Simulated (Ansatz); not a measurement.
**C7H16: up Jacob's ladder to CCSD(T)**

The task here is to estimate one member of a computed series from the others.

Computed with Ansatz 0.2.0, Gaussian basis. Level: functionals in def2-TZVPP, the program's frozen cores in correlated methods.

Levels to be run: PBE-D4, r2SCAN-D4, PBE0-D4, B3LYP-D4, ωB97X-V, ωB97M-V, B2PLYP; CCSD(T)/def2-TZVPP; MP2/def2-QZVPP; extrapolation to the limit.

1 further run of the same task is left out (it didn't finish).

**Structure used throughout**

The geometry comes from an earlier relaxation with PBE0-D4 in a triple-zeta def2 set; it is a stationary point, not always the lowest conformer.

SMILES `CCCCCCC`, 23 atoms, charge 0, spin multiplicity 1.

Atoms are counted from 1 here; the program's logs count them from 0.

Bond lengths: C1–C2 1.520 Å, C1–H8 1.092 Å, C1–H9 1.094 Å, C1–H10 1.092 Å, C2–C3 1.523 Å, C2–H11 1.095 Å, C2–H12 1.097 Å, C3–C4 1.521 Å, C3–H13 1.096 Å, C3–H14 1.098 Å, C4–C5 1.521 Å, C4–H15 1.096 Å, C4–H16 1.096 Å, C5–C6 1.523 Å, C5–H17 1.096 Å, C5–H18 1.098 Å, C6–C7 1.520 Å, C6–H19 1.097 Å and more. Angles: C2–C1–H8 111.9°, C2–C1–H9 110.9°, C2–C1–H10 111.2°, H8–C1–H9 107.6°, H8–C1–H10 107.4°, H9–C1–H10 107.6°, C1–C2–C3 114.1°, C1–C2–H11 109.1°, C1–C2–H12 109.5°, C3–C2–H11 108.8°, C3–C2–H12 109.1°, H11–C2–H12 106.0°, C2–C3–C4 114.5°, C2–C3–H13 109.0°, C2–C3–H14 109.2°, C4–C3–H13 108.7°, C4–C3–H14 109.2°, H13–C3–H14 106.0° and more.

Set-up of the first run:

File in.yaml:

```yaml
crystal:
  periodic: [false, false, false]
  atoms:
    - {symbol: C, position_ang: [-0.062169, -1.649205, -2.654572]}
    - {symbol: C, position_ang: [0.558054, -2.107303, -1.344193]}
    - {symbol: C, position_ang: [1.110874, -0.974388, -0.489153]}
    - {symbol: C, position_ang: [0.061193, 0.003422, 0.015328]}
    - {symbol: C, position_ang: [0.643408, 1.071169, 0.928224]}
    - {symbol: C, position_ang: [-0.360080, 2.118244, 1.393898]}
    - {symbol: C, position_ang: [-1.472186, 1.564520, 2.270395]}
    - {symbol: H, position_ang: [-0.935094, -1.013119, -2.490930]}
    - {symbol: H, position_ang: [0.656770, -1.076662, -3.248552]}
    - {symbol: H, position_ang: [-0.386844, -2.500233, -3.257756]}
    - {symbol: H, position_ang: [1.366396, -2.814238, -1.558967]}
    - {symbol: H, position_ang: [-0.185421, -2.665838, -0.762914]}
    - {symbol: H, position_ang: [1.635691, -1.402083, 0.373202]}
    - {symbol: H, position_ang: [1.869353, -0.425854, -1.062496]}
    - {symbol: H, position_ang: [-0.433736, 0.493264, -0.831339]}
    - {symbol: H, position_ang: [-0.719699, -0.556755, 0.542727]}
    - {symbol: H, position_ang: [1.464299, 1.573102, 0.402663]}
    - {symbol: H, position_ang: [1.095902, 0.589345, 1.804576]}
    - {symbol: H, position_ang: [-0.796460, 2.612066, 0.517360]}
    - {symbol: H, position_ang: [0.174605, 2.898976, 1.945150]}
    - {symbol: H, position_ang: [-1.061845, 1.053584, 3.146792]}
    - {symbol: H, position_ang: [-2.095055, 0.846507, 1.731985]}
    - {symbol: H, position_ang: [-2.127955, 2.361500, 2.628563]}
basis:
  gaussian: {orbitals: def2-TZVPP}
hamiltonian: {xc: pbe, dispersion: d4}
output: {forces: true, orbitals: {seedname: orbitals}}
```

Steps of the session up to this table: PBE-D4 (GGA); r2SCAN-D4 (meta-GGA); PBE0-D4 (hybrid); B3LYP-D4 (hybrid); ωB97X-V (range-separated); ωB97M-V (range-separated); B2PLYP (double hybrid); CCSD(T) in def2-TZVPP; MP2 in def2-QZVPP.

One table of the session follows, with a row left open; its other results are not shown here.

| method | atoms, summed (eV) | atomisation energy (kJ/mol) |
| --- | --- | --- |
| PBE-D4 | -7416.889 | 9279.6 |
| r2SCAN-D4 | -7424.063 | 9151.1 |
| PBE0-D4 | -7419.299 | 9199.1 |
| B3LYP-D4 | -7430.091 | 9144.4 |
| ωB97X-V | -7426.913 | 9146.7 |
| ωB97M-V | -7424.096 | 9157.7 |
| B2PLYP | -7422.369 | 9052.4 |
| HF/def2-TZVPP | ? | ? |
| MP2/def2-TZVPP | -7409.853 | 9018.6 |
| CCSD/def2-TZVPP | -7413.741 | 8858.6 |
| CCSD(T)/def2-TZVPP | -7414.128 | 8955.6 |
| MP2/CBS | -7412.014 | 9198.3 |
| CCSD(T)/CBS | -7416.289 | 9135.3 |

**Question.** Estimate the row for HF/def2-TZVPP.

As computed: atoms, summed (eV): -7397.260; atomisation energy (kJ/mol): 6976.8. In the column «atoms, summed (eV)» it is the highest.

To keep in mind: Free atoms (7 C, 16 H) were run apart at each level; the atomisation energy is their sum less the molecule, without zero-point or spin-orbit terms.
